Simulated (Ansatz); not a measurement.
# SnSb2: from a trial structure to a relaxed crystal

Theory: DFT r2SCAN, scalar-relativistic, plane waves, PAW (Ansatz). Cutoff 500 eV, Γ-centred k mesh, Gaussian smearing, no spin polarisation in the final step.

The start puts SnSb2 on the anti-cuprite structure type (Pn-3m, No. 224), with Sn in place of O, Sb in place of Cu, at a guessed volume.

```
CELL_PARAMETERS angstrom
5.68795 0.00000 0.00000
0.00000 5.68795 0.00000
0.00000 0.00000 5.68795
ATOMIC_POSITIONS crystal
Sn 0.00000 0.00000 0.00000
Sn 0.50000 0.50000 0.50000
Sb 0.25000 0.25000 0.25000
Sb 0.25000 0.75000 0.75000
Sb 0.75000 0.75000 0.25000
Sb 0.75000 0.25000 0.75000
```

Cell and atoms relax at zero pressure; the relaxation can't lower the symmetry of the start. After a coarse first stage the cell is made exact in the group found at 0.06 Å.

Formation energies are uncorrected and refer to the elements' standard structures at the same level.

Problem. What does it relax into?

Solution. It keeps Pn-3m (No. 224). The result has the cuprite structure. Conventional cell: a = 6.400 Å. Sn has 4 Sb at 2.77 Å; around Sb lie 2 Sn at 2.77 Å.

```xyz
6
Lattice="6.3996 0.0000 0.0000 0.0000 6.3996 0.0000 0.0000 0.0000 6.3996" Properties=species:S:1:pos:R:3 pbc="T T T"
Sn    0.0000    0.0000    0.0000
Sn    3.1998    3.1998    3.1998
Sb    1.5999    1.5999    1.5999
Sb    1.5999    4.7997    4.7997
Sb    4.7997    4.7997    1.5999
Sb    4.7997    1.5999    4.7997
```

Problem. What are its volume, energy, density and gap?

Solution. The volume per atom is 43.68 Å³ and the density is 4.59 g/cm³. The energy over the elements is 1.00 eV/atom. The gap on the 6×6×6 mesh is 0 eV (a metal).

The final run used a 6×6×6 mesh on its 6-atom cell and 0.10 eV smearing. For metals, differences of a few meV/atom aren't resolved. Spin–orbit coupling is left out. A structure relaxed within its symmetry needn't be a true minimum.

Cost: 3 runs of about 4.5 core-minutes in all, on Arm Neoverse V1 (shared hosts).